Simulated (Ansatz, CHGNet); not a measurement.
For rock-salt NaI, the machine-learned potential CHGNet 0.3.0 (trained on PBE and PBE+U data) gives:

```
Quantity                      Value
-------------------------  --------
lattice parameter a         6.552 Å
elastic constant C11       21.0 GPa
elastic constant C44       4.61 GPa
polycrystal shear modulus  4.46 GPa
```

Question: What does HSE06 in Ansatz (plane waves, PAW) give for the same quantities?

Answer: 
- lattice constant a: 6.488 Å (shrinks by 1.0 %)
- elastic constant C11: 31.3 GPa (increases by 49 %)
- elastic constant C44: 7.53 GPa (goes up by 63 %)
- Voigt–Reuss–Hill shear modulus: 8.97 GPa (rises by 100 %)

For comparison: lattice constant a 6.409 Å (measured, low temperature, zero-point motion not removed; as tabulated in Doll and Stoll (1998), arXiv:cond-mat/9801031).

Changes are worked out from the printed values.

Unless a cell is named, each level is at its own relaxed cell (CHGNet 0.3.0 35.15, HSE06 34.14 Å³/atom).

Ansatz's density-functional and Hartree–Fock values are scalar-relativistic unless marked +SOC, with PAW data made under PBE.

Ansatz is a first-principles code.
